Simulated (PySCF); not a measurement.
**Ionisation energy of Mg by level of theory**

Mg [Ne] 3s2 (1S) → Mg⁺ [Ne] 3s1 (2S), as a difference of total energies. Calculation: PySCF 2.14, in pcseg-2 (5s3p1d, 19 functions); no relativity, point nucleus. Correlated levels: valence: [Ne] frozen. The calculations carry no spin-orbit coupling.

```csv
method,ionisation energy (eV)
UHF,6.601
LDA,7.723
M06-2X,7.777
MP2 (valence),7.161
SCS-MP2 (valence),7.273
CCSD (valence),7.490
```

Errors of the correlated levels include the incompleteness of this basis and the frozen core.

With two correlated electrons CCSD is exact in that space.

Q: Which method comes closest to the reference value, and which is furthest?

A: The reference is 7.646 eV (measured; NIST Atomic Spectra Database, ionization energies). Closest: LDA (error 0.077 eV); furthest: UHF (error -1.045 eV).
